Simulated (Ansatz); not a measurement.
# C3H5NO: up Jacob's ladder to CCSD(T)

The task here is to estimate one member of a computed series from the others.

Method: functionals in def2-TZVPP, the program's frozen cores in correlated methods; program: Ansatz 0.2.0, Gaussian basis.

The runs, in order: LDA (SPW92), PBE-D4, revPBE-D4, BLYP-D4, r2SCAN-D4, B97M-V, PBE0-D4, B3LYP-D4, r2SCANh-D4, r2SCAN0-D4, HSE06-D4, BHLYP-D4, CAM-B3LYP-D4, LC-ωPBE, ωB97X-V, ωB97M-V, B2PLYP, PBE-QIDH; CCSD(T)/def2-SVP; CCSD(T)/def2-TZVPP; MP2/def2-QZVPP; extrapolation to the limit; RPA on PBE.

### Structure used throughout

The geometry comes from an earlier relaxation with PBE0-D4 in a triple-zeta def2 set; it is a stationary point, not always the lowest conformer.

SMILES `C=C(O)C=N`, 10 atoms, charge 0, spin multiplicity 1.

Atoms are counted from 1 here; the program's logs count them from 0.

Bond lengths: C1–C2 1.335 Å, C1–H6 1.081 Å, C1–H7 1.082 Å, C2–O3 1.339 Å, C2–C4 1.465 Å, O3–H8 0.976 Å, C4–N5 1.268 Å, C4–H9 1.093 Å, N5–H10 1.016 Å. Angles: C2–C1–H6 119.4°, C2–C1–H7 121.7°, H6–C1–H7 118.9°, C1–C2–O3 123.8°, C1–C2–C4 121.6°, O3–C2–C4 114.6°, C2–O3–H8 105.3°, C2–C4–N5 117.7°, C2–C4–H9 117.1°, N5–C4–H9 125.2°, C4–N5–H10 113.1°.

Set-up of the first run:

The input, in.yaml:

```yaml
crystal:
  periodic: [false, false, false]
  atoms:
    - {symbol: C, position_ang: [-1.596375, 0.059363, 0.507106]}
    - {symbol: C, position_ang: [-0.365366, -0.358469, 0.203511]}
    - {symbol: O, position_ang: [0.053490, -1.621168, 0.359734]}
    - {symbol: C, position_ang: [0.643486, 0.556441, -0.336368]}
    - {symbol: N, position_ang: [1.789483, 0.080824, -0.598560]}
    - {symbol: H, position_ang: [-1.858315, 1.096762, 0.352007]}
    - {symbol: H, position_ang: [-2.343322, -0.613520, 0.905948]}
    - {symbol: H, position_ang: [0.981483, -1.623060, 0.058583]}
    - {symbol: H, position_ang: [0.345044, 1.597999, -0.480631]}
    - {symbol: H, position_ang: [2.433492, 0.773626, -0.968330]}
basis:
  gaussian: {orbitals: def2-TZVPP}
hamiltonian: {xc: lda}
output: {orbitals: {seedname: orbitals}}
```

Command:

```sh
$ ansatz run in.yaml --threads 2 --pin off --events-out ev --progress --plain --max-ram 4352MiB
```

Among the steps run: LDA; PBE-D4 (GGA); revPBE-D4 (GGA); BLYP-D4 (GGA); r2SCAN-D4 (meta-GGA); B97M-V (meta-GGA); B3LYP-D4 (hybrid); r2SCANh-D4 (hybrid); r2SCAN0-D4 (hybrid); HSE06-D4 (hybrid); BHLYP-D4 (hybrid); CAM-B3LYP-D4 (range-separated); LC-ωPBE (range-separated); ωB97X-V (range-separated); ωB97M-V (range-separated); B2PLYP (double hybrid); PBE-QIDH (double hybrid).

One table of the session follows, with a row left open; its other results are not shown here.

It belongs to the step «Frontier levels by functional». 

```
  functional  HOMO (eV)  LUMO (eV)  gap (eV)
 LDA (SPW92)      -6.00      -2.62      3.38
      PBE-D4      -5.79      -2.36      3.43
   revPBE-D4          ?          ?         ?
     BLYP-D4      -5.65      -2.22      3.43
   r2SCAN-D4      -6.00      -2.23      3.77
      B97M-V      -6.00      -2.10      3.90
     PBE0-D4      -6.92      -1.39      5.53
    B3LYP-D4      -6.72      -1.62      5.10
  r2SCANh-D4      -6.43      -1.87      4.56
  r2SCAN0-D4      -7.07      -1.32      5.75
    HSE06-D4      -6.52      -1.77      4.76
    BHLYP-D4      -7.92      -0.28      7.64
CAM-B3LYP-D4      -8.21      -0.26      7.95
     LC-ωPBE      -9.51       0.87     10.38
     ωB97X-V      -9.15       0.84      9.99
     ωB97M-V      -9.07       0.77      9.84
```

**Question.** Estimate the row for revPBE-D4.

**Answer.** HOMO (eV): -5.72; LUMO (eV): -2.26; gap (eV): 3.45. In the column «HOMO (eV)» it lies between PBE-D4 (-5.79) and BLYP-D4 (-5.65).
